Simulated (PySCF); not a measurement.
B3LYP has the VWN-RPA correlation part, as in Gaussian. 

Cartesian coordinates (Å):
```xyz
5

C     -0.5241     0.0050     0.0876
C      0.7414    -0.0071     0.4196
O      1.8628    -0.0178     0.7138
H     -1.0189    -0.9204    -0.1626
H     -1.0613     0.9403     0.0672
```
Charge 0, spin multiplicity 1.

Question: What is the computed LUMO, total energy, dipole moment, HOMO and HOMO–LUMO gap (B3LYP-D3(BJ)/def2-TZVP (PySCF))?

Answer: 
| Property | Value |
|---|---|
| LUMO | -1.23 eV |
| total energy | -152.6730 Ha |
| dipole moment | 1.47 D |
| HOMO | -6.91 eV |
| HOMO–LUMO gap | 5.68 eV |
